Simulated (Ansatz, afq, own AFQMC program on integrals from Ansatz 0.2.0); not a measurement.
I, doublet: AFQMC among the cluster methods

A free I atom.

Basis def2-TZVP with its core potentials. Noble-gas cores (and the filled d shells of Ga–Kr and In–Xe) are frozen. AFQMC by an in-house program on the Cholesky factors that Ansatz 0.2.0 writes for its CCSD(T) run. ph-AFQMC/CISD is guided by a CISD state made of CCSD amplitudes; releasing the constraint for a short imaginary time cuts its bias at the price of noise, slowly where states lie close. Free projection: walkers drawn from exp(T), propagated without any constraint. Its projection time is finite, and what remains of the start isn't in its error. Error bars are statistical, one sigma. No spin–orbit coupling.

Determinant: ROHF, the one that the program's search chose, which needn't be the lowest solution.

No full CI on the walks' own integrals is used here; CCSDTQ serves as the reference and is uncertain by about the last step of the cluster series.

Cautions: no spin-orbit coupling; inner d shell frozen; the released energies have errors that jump between times, so the bars are unsure, so no released level is given (meV from the phaseless value at times in 1/Eh: -3.7 ± 1.5 at 0.24, -6.1 ± 1.2 at 0.51, -8.1 ± 1.2 at 0.99, -15 ± 6 at 1.62, -7.9 ± 1.3 at 2.40), though the last usable value meets CCSDTQ within the noise.

The T1 diagnostic is 0.0136. The weight of the determinant in the CISD state is 0.929 and the size of the correlated space is 7 electrons in 41 orbitals.

Reference: CCSDTQ, correlation energy -3.827 eV.

```csv
level,E − E(reference) (kJ/mol),share of correlation (%)
HF,369.3,0.00
MP2,58.6,84.12
CCSD,12.5,96.61
CCSD(T),1.7,99.54
CCSDT,0.3,99.92
CCSDT(Q),0.0,99.99
ph-AFQMC/HF,6.6 ± 1.6,98.22
ph-AFQMC/CISD,1.0 ± 0.1,99.74
free AFQMC,-0.3 ± 0.1,100.07
```

CCSDT and higher add their correlation energy to the determinant of the CCSD(T) run, since their own runs factorise the integrals more tightly (a shift of under 2 meV). Free projections are given only where their last times agree within the noise and don't stop above the reference; a slow remainder of the start can still hide under it. A walk keeps the symmetry of its determinant, which the program's search chose and which needn't be the lowest solution, so a lower state of the same spin and another symmetry isn't excluded.
